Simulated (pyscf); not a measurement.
Single points on ωB97X-D3(BJ)/def2-SVP structures (PySCF, gas phase).

Task: For the elementary gas-phase step H₂S (SMILES S) + GaH₃ (SMILES [GaH3]) → HS–GaH₂ (SMILES [SH][GaH2]) + H₂ (SMILES [H][H]) (singlet surface; H–S, Ga–H broken, Ga–S, H–H formed), what barrier and reaction energy does ωB97M-D3(BJ)/def2-TZVP give, measured from the separated reactants?

Result: ΔE‡ = 8.7 kcal/mol, ΔE = -19.3 kcal/mol. Zero-point energy shifts the barrier by +1.5 kcal/mol. It is a four-centre exchange, with an imaginary mode of 1269i cm⁻¹. On the reactant side the descent ends in an adduct with a Ga–S contact, 14.5 kcal/mol under the separated species and 19.6 kcal/mol under the saddle at ωB97X-D3(BJ)/def2-TZVP. What is counted as formed (Ga–S) is already present as a longer contact in the reactant adduct; forming that adduct is a step of its own. At ωB97X-D3(BJ)/def2-TZVP the barrier from the zero used here is 5.2 kcal/mol. This is the saddle that the search found; another between the same sides may lie lower. Elements up to Kr have no core potential and no relativistic terms here.
